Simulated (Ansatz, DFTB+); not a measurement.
## Group exchange: N2H4 + HOCN → H3NO + CH2N2

Species: N2H4 (hydrazine) `NN`, singlet; HOCN (cyanic acid) `N#CO`, singlet; H3NO (hydroxylamine) `NO`, singlet; CH2N2 `N#CN`, singlet. The partners trade NH2 for OH: N–NH2 and C–OH bonds give way to N–OH and C–NH2.

Shapes, held fixed at every level: PBE0-D4/def2-TZVP. Flexible molecules stand in one conformer, not always the lowest. Programs: Ansatz 0.2.0, DFTB+ 25.1. The zero-point and thermal change to 298 K, harmonic and unscaled (PBE0-D4/def2-TZVP), is -0.8 kJ/mol.

```json
{"level": "DFTB2", "kind": "semi-empirical", "ΔH(298 K) (kJ/mol)": "-17.3", "less CCSD(T)/CBS estimate": "-28.4", "CPU time (sum over the molecules)": "0.26 s"}
{"level": "B3LYP-D4/def2-TZVPP", "kind": "global hybrid", "ΔH(298 K) (kJ/mol)": "+7.5", "less CCSD(T)/CBS estimate": "-3.6", "CPU time (sum over the molecules)": "13 s"}
{"level": "BHLYP-D4/def2-TZVPP", "kind": "global hybrid", "ΔH(298 K) (kJ/mol)": "+10.5", "less CCSD(T)/CBS estimate": "-0.6", "CPU time (sum over the molecules)": "9.4 s"}
{"level": "wB97M-V/def2-TZVPP", "kind": "range-separated hybrid", "ΔH(298 K) (kJ/mol)": "+9.5", "less CCSD(T)/CBS estimate": "-1.6", "CPU time (sum over the molecules)": "31 s"}
{"level": "wB97X-V/def2-TZVPP", "kind": "range-separated hybrid", "ΔH(298 K) (kJ/mol)": "+9.6", "less CCSD(T)/CBS estimate": "-1.5", "CPU time (sum over the molecules)": "30 s"}
{"level": "MP2/def2-TZVPP", "kind": "perturbation theory", "ΔH(298 K) (kJ/mol)": "+13.1", "less CCSD(T)/CBS estimate": "+2.0", "CPU time (sum over the molecules)": "–"}
{"level": "CCSD/def2-SVP", "kind": "coupled cluster or CI", "ΔH(298 K) (kJ/mol)": "+11.9", "less CCSD(T)/CBS estimate": "+0.8", "CPU time (sum over the molecules)": "–"}
{"level": "CCSD(T)/def2-TZVPP", "kind": "coupled cluster or CI", "ΔH(298 K) (kJ/mol)": "+10.4", "less CCSD(T)/CBS estimate": "-0.7", "CPU time (sum over the molecules)": "33 s"}
{"level": "CCSD(T)/CBS estimate", "kind": "coupled cluster or CI", "ΔH(298 K) (kJ/mol)": "+11.1", "less CCSD(T)/CBS estimate": "0.0", "CPU time (sum over the molecules)": "10 min"}
```

The highest level, CCSD(T)/CBS estimate, gives ΔH(298 K) = +11.1 kJ/mol; the levels span -17.3 to +13.1. They disagree on the sign: 8 of 9 are positive. The column of differences is taken from that level and isn't an error. No measured value is set beside it here. The CBS estimate extrapolates MP2 from def2-TZVPP and def2-QZVPP and adds CCSD(T) − MP2 in the triple-zeta set, cores frozen. Times are processor times on shared x86 and Arm servers, and rough.
